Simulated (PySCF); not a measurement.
**How the method changes the constants of SiS⁻**

State: ²Π (doublet), unpaired electrons π ↑. Set-up: Si def2-TZVPPD, S def2-TZVPPD; no relativity (PySCF 2.14). De refers to Si + S⁻ in their high-spin ground configurations, without counterpoise correction. The functionals are run spin-unrestricted. A positive dipole points towards S; it is taken about the centre of mass and depends on that origin.

```csv
Level,Re (Å),ωe (cm⁻¹),De (eV),μ (D)
UHF,2.023,644,n/a,0.07
UHF-MP2,2.035,624,n/a,n/a
UHF-SCS-MP2,2.036,622,n/a,n/a
UHF-CCSD,2.035,624,n/a,n/a
UHF-CCSD(T),2.045,607,n/a,n/a
PBE,2.051,589,4.85,0.67
r²SCAN,2.036,612,4.80,0.73
TPSSh,2.038,607,4.69,0.62
PBE0,2.030,622,4.72,0.56
r²SCAN0,2.023,633,4.65,0.57
B97-3,2.036,615,4.74,0.51
M06,2.034,614,4.80,0.50
MN15,2.010,639,4.79,0.54
ωB97X,2.017,647,4.67,0.35
```

The bond length runs from 2.010 Å (MN15) to 2.051 Å (PBE). De spans 4.65 eV (r²SCAN0, hybrid meta-GGA) to 4.85 eV (PBE, GGA).

Correlated steps freeze 10 core orbitals. For an ion De counts to the pair picked by the measured ionisation energies or electron affinities, which need not be the lowest pair at this level. The highest Kohn–Sham level is positive in this anion. Much of that is self-interaction error, but it also means that the finite basis helps to hold the extra electron. The state is the lowest determinant that a PBE0 search found; another state may lie lower at other levels.

The whole job (state search and all levels along the bond) took about 10 min on 2 threads of Arm Neoverse V1 (shared host), peak memory 4.2 GiB.
